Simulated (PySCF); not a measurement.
**Electric field gradients and quadrupole coupling constants**

Compound: C4H4S.
Atom-mapped SMILES: `[cH:1]1[cH:2][cH:3][s:4][cH:5]1` (hydrogens: H6 on C1; H7 on C2; H8 on C3; H9 on C5)

Geometry (PBE0-D3(BJ)/def2-TZVP, Å), atoms numbered from 1 in this order:
```xyz
9
C4H4S angstrom
C     -0.6057   -0.3785    0.6844
C      0.7264   -0.6304    0.2715
C      1.1179    0.1849   -0.7493
S     -0.1303    1.2521   -1.2081
C     -1.1937    0.6201   -0.0346
H     -1.1064   -0.9137    1.4801
H      1.3671   -1.3823    0.7125
H      2.0711    0.2115   -1.2545
H     -2.1925    1.0161    0.0653
```

Field gradients from the PBE0/pcSseg-2 density (PySCF, non-relativistic), principal values in atomic units, ordered |Vxx| ≤ |Vyy| ≤ |Vzz|:

```
atom      Vxx      Vyy     Vzz
  S4  -0.5081  -1.2247  1.7328
```

Question: Find the asymmetry η = (Vxx − Vyy)/Vzz and the couplings χ = eQV/h (234.96 MHz × Q in barn × V in au), with Q(33S) = −0.0678 b.

Answer: 
```tsv
atom	environment	nucleus	η	χzz (MHz)	χxx (MHz)	χyy (MHz)
S4	thiophene-type sulfur	33S	0.41	-27.61	8.09	19.51
```

Question: What is Vzz at S4 in SI units (1 au = 9.71736 × 10²¹ V/m²)?

Answer: 1.7328 au = 16.839 × 10²¹ V/m².

Question: And the gradient at the other heavy atoms, for which no coupling is worked out here?

Answer: 
| atom | environment | Vzz (au) | η |
| --- | --- | --- | --- |
| C1 | aromatic CH carbon | 0.252 | 0.08 |
| C2 | aromatic CH carbon | 0.252 | 0.08 |
| C3 | aromatic CH next to a ring sulfur | -0.250 | 0.08 |
| C5 | aromatic CH next to a ring sulfur | -0.250 | 0.08 |

Question: What couplings would deuterons (Q(2H) = 0.00286 b) have in place of the hydrogens, at this geometry?

Answer: 
```json
{"atom": "H6", "bonded to": "C1", "bond length (Å)": "1.082", "Vzz (au)": "0.3014", "η": "0.06", "χzz (kHz)": "203"}
{"atom": "H7", "bonded to": "C2", "bond length (Å)": "1.082", "Vzz (au)": "0.3014", "η": "0.06", "χzz (kHz)": "203"}
{"atom": "H8", "bonded to": "C3", "bond length (Å)": "1.079", "Vzz (au)": "0.3057", "η": "0.09", "χzz (kHz)": "205"}
{"atom": "H9", "bonded to": "C5", "bond length (Å)": "1.079", "Vzz (au)": "0.3057", "η": "0.09", "χzz (kHz)": "205"}
```

Isolated species at its PBE0-D3(BJ)/def2-TZVP geometry, gas phase.
